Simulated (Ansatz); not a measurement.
# CH2S2: the cost of one run

Computed with the Python package of Ansatz 0.2.0. Level of theory: B3LYP+D3(BJ)/def2-SVP.

**1. The structure**

Bond lengths: S1–C2 1.670 Å, C2–S3 1.756 Å, C2–H4 1.102 Å, S3–H5 1.340 Å. Angles: S1–C2–S3 122.6°, S1–C2–H4 122.0°, S3–C2–H4 115.5°, C2–S3–H5 97.0°.

No structure file is read: the coordinates are typed or built in the script.

**2. Script**

ch2s2.py reads:

```python
# -*- coding: utf-8 -*-
import itertools

import ansatz as az
from ase import Atoms
from ase.data import atomic_numbers, covalent_radii
from ase.thermochemistry import IdealGasThermo
import numpy as np


def main():
    system = (
        az.Crystal.molecule()
        .atom('S', (-1.9021, -0.847, 0.207))
        .atom('C', (-0.4838, -0.0221, -0.1039))
        .atom('S', (1.0467, -0.4604, 0.6362))
        .atom('H', (-0.4483, 0.8384, -0.7916))
        .atom('H', (1.7876, 0.4911, 0.0523))
    )

    base = system.calculation().basis(gaussian='def2-SVP').functional('b3lyp', dispersion='d3bj')
    symbols = [site.symbol for site in system.cartesian_sites]
    start = np.array([site.position_ang for site in system.cartesian_sites], dtype=float)
    report = base.relax(force_tolerance=0.003, max_steps=100).run().report
    end = np.array(report['positions_ang'])

    radius = [covalent_radii[atomic_numbers[s]] for s in symbols]
    span = lambda where, i, j: np.linalg.norm(where[i] - where[j])
    bonded = [(i, j) for i, j in itertools.combinations(range(len(symbols)), 2) if min(span(start, i, j), span(end, i, j)) < 1.2 * (radius[i] + radius[j])]
    print('pair        before    after (A)')
    for i, j in bonded:
        print(f'{symbols[i]}{i}-{symbols[j]}{j}'.ljust(10), f'{span(start, i, j):8.4f} {span(end, i, j):8.4f}')

    minimum = az.Crystal.molecule()
    for symbol, place in zip(symbols, end):
        minimum = minimum.atom(symbol, place.tolist())
    vibrating = (
        minimum.calculation()
        .basis(gaussian='def2-SVP')
        .functional('b3lyp', dispersion='d3bj')
        .phonons(temperatures=(100, 500, 100))
    )
    vib = vibrating.run().report['vibrations']
    sums = vib['harmonic_sums']
    modes = [m['omega_inv_cm'] for m in sums['modes_at_gamma'] if m['rigid_motion'] == 'no']
    for number, w in enumerate(modes, start=1):
        print(f'mode {number:2d} {w:9.1f} 1/cm {w / 8065.544 * 1000:8.2f} meV')
    print('imaginary modes:', sum(w < 0 for w in modes), ' zero-point energy:', round(sums['zero_point_energy_ev'], 4), 'eV')
    gas = IdealGasThermo(vib_energies=[w / 8065.544 for w in modes if w > 0], geometry='linear' if len(modes) == 3 * len(symbols) - 5 else 'nonlinear',
                         atoms=Atoms(symbols, positions=end), symmetrynumber=1, spin=0.0)
    print(f'H(298 K) - E = {gas.get_enthalpy(298.15, verbose=False):.4f} eV')
    print(f'S(298 K, 1 bar) = {96485.33 * gas.get_entropy(298.15, 1e5, verbose=False):.1f} J/(mol K) with symmetry number 1')

    heavier = vibrating.phonons(masses={'H': 2.014102}).run().report['vibrations']['harmonic_sums']
    print('deuterated (1/cm):', ' '.join(f'{m["omega_inv_cm"]:.0f}' for m in heavier['modes_at_gamma'] if m['rigid_motion'] == 'no'))
    print('zero-point energy falls by', round(sums['zero_point_energy_ev'] - heavier['zero_point_energy_ev'], 4), 'eV')


if __name__ == '__main__':
    main()
```

**3. The input behind the calls**

The engine receives this input (first run):

```yaml
crystal:
  periodic: [false, false, false]
  atoms:
    - { symbol: S, position_ang: [-1.9021, -0.847, 0.207] }
    - { symbol: C, position_ang: [-0.4838, -0.0221, -0.1039] }
    - { symbol: S, position_ang: [1.0467, -0.4604, 0.6362] }
    - { symbol: H, position_ang: [-0.4483, 0.8384, -0.7916] }
    - { symbol: H, position_ang: [1.7876, 0.4911, 0.0523] }
basis:
  gaussian:
    orbitals: def2-SVP
hamiltonian:
  xc: b3lyp
  dispersion: d3bj
relax:
  f_tol: 0.003
  max_steps: 100
```

**4. Launch**

Command:

```bash
$ python ch2s2.py
```

**Question.** How long does this script take on 1 thread of Arm Neoverse V2, shared host, and how much memory does it need?

About 61 s, with a peak of 0.23 GiB.
